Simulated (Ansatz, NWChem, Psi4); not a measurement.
**Worked example: SiH2(CH3)(NH2) → SiH(CH3) + NH3**

Gas-phase species: SiH2(CH3)(NH2), singlet; SiH(CH3), singlet; NH3 (ammonia) `N`, singlet. This is a balance of energies; it says nothing on the path, which may need atoms to shift.

Shapes, held fixed at every level: PBE0-D4/def2-TZVP. Flexible molecules stand in one conformer, not always the lowest. Programs: Ansatz 0.2.0, NWChem 7.3.0. A level may come from different programs for different species; with the same settings they agree closely. Electronic energies: no zero-point or thermal term.

At PBE0/def2-SVP; 1 Eh = 2625.50 kJ/mol:

```
       species  energy (Eh)
SiH2(CH3)(NH2)  -386.185292
      SiH(CH3)  -329.637609
           NH3   -56.440530
```

Task: Work out ΔE of the reaction at this level.

Result: 
1. Products less reactants: (-329.637609) + (-56.440530) − [(-386.185292)] = 0.107153 Eh = +281.3 kJ/mol.

Other levels give +248.8 (HF/3-21G) to +332.1 kJ/mol (HF/STO-3G). No measured value is set beside it here. PBE0/def2-SVP lies outside the range of the other correlated levels here, so it shouldn't be taken on trust. The median of the other correlated levels is +264.8 kJ/mol.
